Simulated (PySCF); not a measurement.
# Bond length, frequency and bond energy of AlH⁺ by level of theory

State: ²Σ⁺ (doublet), unpaired electrons σ ↑. Set-up: basis Al def2-TZVP, H def2-TZVP; no relativity; PySCF 2.14. De refers to Al⁺ + H in their ground configurations, without counterpoise correction. The functionals are run spin-unrestricted. A positive dipole points towards H; it is taken about the centre of mass and depends on that origin.

| Level | Re (Å) | ωe (cm⁻¹) | De (eV) | μ (D) | CPU s a point (SCF and correlation, without the integrals) |
| --- | --- | --- | --- | --- | --- |
| UHF | 1.590 | 1781 | 0.63 | -0.58 | 0.11 |
| UHF-MP2 | 1.588 | 1837 | 0.73 | n/a | 0.17 |
| UHF-SCS-MP2 | 1.588 | 1842 | 0.72 | n/a | n/a |
| UHF-CCSD | 1.612 | 1664 | 0.75 | n/a | n/a |
| UHF-CCSD(T) | 1.613 | 1667 | 0.76 | n/a | 0.99 |
| LDA | 1.643 | 1567 | 1.15 | -0.21 | 0.25 |
| PBE | 1.638 | 1586 | 0.94 | -0.27 | 0.43 |
| BLYP | 1.641 | 1542 | 0.91 | -0.29 | 0.33 |
| r²SCAN | 1.613 | 1689 | 1.17 | -0.43 | 0.67 |
| PBE0 | 1.619 | 1664 | 0.95 | -0.35 | 0.67 |
| CAM-B3LYP | 1.614 | 1656 | 0.94 | -0.36 | 0.74 |
| B2PLYP | 1.611 | 1673 | 0.86 | -0.44 | 0.41 |

**Question.** Which functional lies closest to UHF-CCSD(T) in De, which farthest, and by how much do they differ from it?

**Answer.** Closest is B2PLYP (-0.2 pm in Re, +0.4 % in ωe, +0.10 eV in De against UHF-CCSD(T) in the same basis), farthest r²SCAN (+0.0 pm in Re, +1.3 % in ωe, +0.41 eV in De). CCSD(T) converges more slowly with the basis than the functionals do and binds too weakly in this one, so the order can change at the basis-set limit.

**Question.** What does a quarter of exact exchange do here, going from PBE to PBE0?

**Answer.** PBE0 less PBE: -1.9 pm in Re, +4.9 % in ωe, +0.01 eV in De. Exact exchange removes part of the self-interaction that spreads semilocal densities, and in most molecules shortens and stiffens the bond and lowers De; so it does here.

**Question.** What does the step from GGA to meta-GGA do here, going from PBE to r²SCAN?

**Answer.** r²SCAN less PBE: -2.5 pm in Re, +6.5 % in ωe, +0.23 eV in De. 

Correlated steps freeze 5 core orbitals. For an ion De counts to the pair picked by the measured ionisation energies or electron affinities, which need not be the lowest pair at this level. B2PLYP dipoles, levels and charges come from its SCF part alone. The state is the lowest determinant that a PBE0 search found; another state may lie lower at other levels.

The whole job (state search and all levels along the bond) took about 1 min on 1 thread of Intel Xeon Platinum 8488C (shared host), peak memory 0.52 GiB.
